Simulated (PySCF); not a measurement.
All values below come from PBE-D3(BJ)/def2-TZVP // B3LYP-D3(BJ)/def2-TZVP run with PySCF. Isolated molecules, 0 K electronic values unless said otherwise. One relaxed conformer stands for a flexible species; it need not be the lowest. 

Reference species (SMILES): `N#C[C]C` (lower triplet) (neutral, multiplicity 3).

```json
{
  "highest_occupied_spin_orbital": "-5.76 eV"
}
```

Changed species: `B[C]C` (excited triplet) (X = boryl, multiplicity 3; the reference has X = cyano, multiplicity 3).

Give the shifts of the highest occupied spin orbital.

the highest occupied spin orbital rises by 0.82 eV, to -4.94 eV.
